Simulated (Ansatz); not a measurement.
Basis-set extrapolation for FHMgS, SMILES `[F][Mg][SH]` (PBE0-D4/def2-TZVP geometry, frozen core, Ansatz). Multiplicity 1, RHF reference. For Mg the program correlates outer-core shells too, which these sets cover unevenly, so the extrapolated numbers aren't a true limit.

|  | def2-TZVPP | def2-QZVPP |
| --- | --- | --- |
| HF | -697.332528 | -697.359065 |
| MP2 correlation | -0.630442 | -0.712573 |
| CCSD(T) correlation | -0.670988 | -0.755632 |

Energies in hartree. Use E(X) = E(∞) + A·exp(−7.88·√X) for Hartree–Fock and E(X) = E(∞) + B·X^(−2.97) for correlation, with X = 3 and 4.

Q: What is the CCSD(T) energy at the basis-set limit?

A: HF limit: -697.359065 + (-0.026537) × 0.13774 = -697.36272. Correlation limit: -0.755632 + (-0.084644) × 0.74074 = -0.81833. Total: -698.18105 hartree, 466.1 kJ/mol below CCSD(T)/def2-TZVPP.
